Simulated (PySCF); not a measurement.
C2H, SMILES C#[C] (connectivity only; charge and spin as stated), charge +1, multiplicity 1. The structure is a stationary point at PBE0-D3(BJ)/def2-TZVPD. The multiplicity is an assumed one; other spin states were not compared. The isomer is the one that the SMILES or the coordinates give; other isomers of the formula were not compared.

All values below come from PySCF with PBE0-D3(BJ)/def2-TZVPD.

Harmonic wavenumbers (cm⁻¹): 625, 1392, 3145. Rotational constants (GHz): 1934, 38.51, 37.76; symmetry number 1.

Problem. Work out the zero-point energy and the ideal-gas rigid-rotor harmonic-oscillator thermochemistry at 298.15 K and 1 atm.

Solution. ZPE = ½ Σ hcν = ½ × 5163 cm⁻¹ = 7.38 kcal/mol. H − E(el) = 9.85 kcal/mol. Entropy in cal/(mol K): translation 35.59, rotation 15.40, vibration 0.43, total 51.42. G − E(el) = -5.48 kcal/mol. Cp = 9.04 cal/(mol K).
